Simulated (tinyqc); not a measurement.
Inside a calculation. Method: harmonic frequencies on the RHF/sto-3g surface (energies and gradients from PySCF), for HF, spin multiplicity 1. One step of it, computed by the program tinyqc.

Problem. Normal modes. Diagonalise H_ij / sqrt(m_i m_j); the 5 smallest eigenvalues belong to translations and rotations; wavenumber = sqrt(eigenvalue / 1822.888) x 219474.63; each mode has its largest component positive (the first on a tie); zero-point energy = sum of wavenumbers / 2, with 349.755 1/cm per kcal/mol.

Hessian (symmetrised) (hartree/bohr^2):
```
             1Fx          1Fy          1Fz          2Hx          2Hy          2Hz
1Fx   0.00000774   0.00000000   0.00000000  -0.00000774   0.00000000   0.00000000
1Fy   0.00000000   0.00000774   0.00000000   0.00000000  -0.00000774   0.00000000
1Fz   0.00000000   0.00000000   0.72523749   0.00000000   0.00000000  -0.72523749
2Hx  -0.00000774   0.00000000   0.00000000   0.00000774   0.00000000   0.00000000
2Hy   0.00000000  -0.00000774   0.00000000   0.00000000   0.00000774   0.00000000
2Hz   0.00000000   0.00000000  -0.72523749   0.00000000   0.00000000   0.72523749
```

masses (u): 1F 18.998403, 2H 1.007825

Give: eigenvalues of the mass-weighted Hessian; harmonic wavenumbers of the vibrations; mass-weighted modes; zero-point energy.

Solution.

eigenvalues of the mass-weighted Hessian (hartree/(bohr^2 u)): 0.0000  0.0000  0.0000  0.0000  0.0000  0.7578

harmonic wavenumbers of the vibrations (1/cm): 4474.8

mass-weighted modes:
```
      mode 1
1Fx   0.0000
1Fy   0.0000
1Fz  -0.2244
2Hx   0.0000
2Hy   0.0000
2Hz   0.9745
```

zero-point energy = 6.3971 kcal/mol
